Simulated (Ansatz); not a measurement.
The same path of C$_{3}$H$_{4}$N$_{2}$O (10 atoms, charge 0, multiplicity 1) was run twice with different band settings. Lost on the way: C4–H9. Made: N3–H9.

Level of theory: RKS PBE0/def2-SVP in Ansatz 0.2.0.

Relaxed end points:

```xyz
10
Properties=species:S:1:pos:R:3
N -0.599 -1.734 -0.727
C -0.253 -0.535 -0.182
N -0.880 0.135 0.734
C -0.139 1.296 0.854
C 0.911 1.259 0.000
O 0.839 0.067 -0.677
H 0.153 -2.281 -1.125
H -1.276 -2.256 -0.186
H -0.412 2.082 1.556
H 1.740 1.915 -0.244
```

```xyz
10
Properties=species:S:1:pos:R:3
N -0.671 -1.538 -0.511
C -0.142 -0.351 -0.138
N -0.599 0.526 0.745
C 0.208 1.699 0.827
C 1.152 1.391 -0.092
O 0.932 0.100 -0.697
H -0.076 -2.149 -1.056
H -1.319 -1.995 0.117
H -1.439 0.384 1.292
H 2.036 1.882 -0.484
```

Common settings: movable images 5; climbing image yes; spring 5.0 eV/Å²; optimiser quadratic models (default); force threshold 0.05 eV/Å; iteration limit 60; end points relaxed.

| run | start path |
| --- | --- |
| 1 | through a guess of the saddle point |
| 2 | straight line |

What does each run give, and how far can it be trusted?

Run 1: converged after 8 iterations, highest image 3.877 eV above the first end. Neighbouring images differ by up to 1.7 eV, so the band resolves the path poorly. A vibrational analysis at the climbing image gives 2 clearly imaginary modes (1673i, 316i cm⁻¹): a point of higher order, so a lower path passes nearby.
Run 2: converged after 20 iterations, highest image 3.833 eV above the first end. Neighbouring images differ by up to 1.7 eV, so the band resolves the path poorly. The order of the stationary point at the top wasn't checked.
The orbitals stay closed-shell, which can raise the energy where a bond breaks towards radicals; this wasn't checked here.
